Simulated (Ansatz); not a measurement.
# BSiN+ (doublet): the correlation ladder, cc-pVTZ

Aim: climb from Hartree-Fock through coupled cluster and multireference methods for BSiN+ (doublet) at one geometry and basis, and see what each rung misses.

Program: Ansatz 0.2.0, Gaussian basis. Level of theory: cc-pVTZ, core rule «outside noble gas», up to 7 orbitals frozen. These are calculated values, not measurements.

The runs, in order: UHF; CCSD(T) on ROHF; CCSD(T) on UHF; BCCD(T) on ROHF; CCSDT(Q) on ROHF; CCSDT(Q) on UHF; CASSCF and NEVPT2, 11 electrons in 12 orbitals.

5 further runs of the same task are left out: 5 set aside as unsound or not needed.

## (1) What is computed

The geometry is a PBE0/def2-TZVP stationary point (not a proven minimum) of the parent state, kept for this charge and spin.

3 atoms, charge 1, spin multiplicity 2.

Atoms are counted from 1 here; the program's logs count them from 0.

Bond lengths: B1–N2 1.274 Å, N2–Si3 1.674 Å. Angles: B1–N2–Si3 180.0°.

## (2) UHF

in.yaml reads:

```yaml
crystal:
  periodic: [false, false, false]
  atoms:
    - {symbol: B, position_ang: [0.000000, 0.000000, -1.407767]}
    - {symbol: N, position_ang: [0.000000, 0.000000, -0.133267]}
    - {symbol: Si, position_ang: [0.000000, 0.000000, 1.541033]}
basis:
  gaussian: {orbitals: cc-pVTZ}
total_charge: 1
magnetization: {spin_polarized: true, initial_magnetization: 1}
hamiltonian: {xc: hf}
output: {orbitals: {seedname: orbitals}}
```

Started as:

```
> ansatz run in.yaml --threads 1 --pin off --events-out ev --progress --plain --max-ram 4096MiB --backend cpu
```

After this run come: CCSD(T) on ROHF; CCSD(T) on UHF; BCCD(T) on ROHF; CCSDT(Q) on ROHF; CCSDT(Q) on UHF; CASSCF and NEVPT2, 11 electrons in 12 orbitals.

Before running them: what should the planned runs give, taken together? Wanted: UCCSDT(Q) below the RHF energy; RMP2 from UCCSDT(Q); UMP2 from UCCSDT(Q); RCCSD from UCCSDT(Q); RCCSD(T) from UCCSDT(Q); UCCSD(T) from UCCSDT(Q); RCCSDT(Q) from UCCSDT(Q); NEVPT2 valence from UCCSDT(Q); T1 diagnostic.

The runs gave:

| quantity | value |
| --- | --- |
| UCCSDT(Q) below the RHF energy | -9.5147 eV |
| RMP2 from UCCSDT(Q) | +93.0 kJ/mol |
| UMP2 from UCCSDT(Q) | +91.9 kJ/mol |
| RCCSD from UCCSDT(Q) | +52.7 kJ/mol |
| RCCSD(T) from UCCSDT(Q) | +5.1 kJ/mol |
| UCCSD(T) from UCCSDT(Q) | +5.2 kJ/mol |
| RCCSDT(Q) from UCCSDT(Q) | +0.4 kJ/mol |
| NEVPT2 valence from UCCSDT(Q) | +119.0 kJ/mol |
| levels within 1 kcal/mol (43 meV) | RCCSDT, UCCSDT, RCCSDT(Q) |
| T1 diagnostic | 0.023 |
| effectively unpaired electrons | 1.08 |

What this shows: RCCSD(T) lands +5.1 kJ/mol from the yardstick (0.6 % of the correlation energy). One determinant dominates. These misses are within one basis, not against nature; the frozen cores of restricted and unrestricted runs differ, which can shift their rows.
